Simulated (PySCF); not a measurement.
Electrostatic potential from atomic charges

Species: `OCC[S-]`, charge -1. Coordinates (PBE0-D3(BJ)/def2-SVP, Å) and charges (e) from the PBE0/pcSseg-1 density (PySCF):

```csv
atom,x,y,z,Mulliken,IAO,Hirshfeld,ESP-fitted
O1,-1.480,-0.356,1.133,-0.5024,-0.6023,-0.2928,-0.6136
C2,-0.781,0.117,0.024,+0.0814,-0.0305,-0.0355,+0.2424
C3,0.545,-0.632,-0.133,-0.3310,-0.3331,-0.1266,-0.2383
S4,1.420,-0.665,1.461,-0.6997,-0.7068,-0.5913,-0.8146
H5,-0.710,-0.569,1.735,+0.2028,+0.3076,+0.0631,+0.3194
H6,-0.547,1.205,0.117,+0.0463,+0.0814,-0.0079,-0.0277
H7,-1.421,-0.002,-0.877,+0.0409,+0.0881,+0.0005,-0.0259
H8,0.317,-1.661,-0.485,+0.0863,+0.0978,-0.0070,+0.0835
H9,1.138,-0.152,-0.938,+0.0754,+0.0978,-0.0023,+0.0747
```

Points outside the species (Å): A (3.5, -3.8, 1.2); B (-0.7, -3.9, -3.1); C (-6.0, -2.6, 1.2); D (-0.4, 4.0, 1.4).

Task: Find the potential V = 14.3996 V·Å × Σ q/r of each set of charges at these points.

Result: In volts:

```json
{"point": "A", "nearest atom": "S4", "distance (Å)": "3.77", "Mulliken": "-3.460", "IAO": "-3.433", "Hirshfeld": "-3.319", "ESP-fitted": "-3.484"}
{"point": "B", "nearest atom": "H8", "distance (Å)": "3.59", "Mulliken": "-2.477", "IAO": "-2.470", "Hirshfeld": "-2.576", "ESP-fitted": "-2.410"}
{"point": "C", "nearest atom": "O1", "distance (Å)": "5.05", "Mulliken": "-2.193", "IAO": "-2.238", "Hirshfeld": "-2.168", "ESP-fitted": "-2.188"}
{"point": "D", "nearest atom": "H6", "distance (Å)": "3.08", "Mulliken": "-2.896", "IAO": "-2.903", "Hirshfeld": "-2.989", "ESP-fitted": "-2.946"}
```

Task: How far are the other sets from the ESP-fitted one at these points?

Result: Root-mean-square difference: Mulliken 0.044 V, IAO 0.051 V, Hirshfeld 0.119 V. The ESP scheme fits charges at the nuclei, held to the total charge, to the electrostatic potential on points at 1.4 to 2.0 times the van der Waals radii.

Task: What energy would a point charge of +3 e have at A in the field of the ESP charges, leaving out polarisation?

Result: -10.451 eV = -1008.3 kJ/mol, an attraction. The total charge alone, placed at the mean of the coordinates, would give -8.369 eV.

The structure is a single PBE0-D3(BJ)/def2-SVP conformer in the gas phase; no vibrational or solvent corrections. The pcSseg-1 basis has no diffuse functions, a weakness for an anion. The HOMO energy is positive at this level (+0.08 eV), so the outermost electrons may be held by the finite basis alone.

The values belong to the conformer `[OH:1][CH2:2][CH2:3][S-:4]`: O1–C2–C3–S4 -49°, H–O1–C2–C3 34°.
